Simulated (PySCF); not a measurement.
Computed Raman spectrum (relative Raman activity) of a molecule C6H6. The structure is a stationary point at r2SCAN-D4/def2-SVP. Other conformers were not sampled. Calculation: PySCF with r2SCAN-D4/def2-SVP. No scaling factor is applied to the harmonic values.

ν (cm⁻¹): 1022 (w), 1184 (w), 1652 (w), 3178 (s), 3202 (vs) (against the strongest line: vs over 80 %, s over 45 %, m over 15 %, w over 4 %, vw less)

Q: Which molecule gave these data?
(A) c1ccccc1
(B) C#CC(=C)C=C
(C) C#CC(C)=C=C
(D) C#C/C=C\C=C

A: A, c1ccccc1
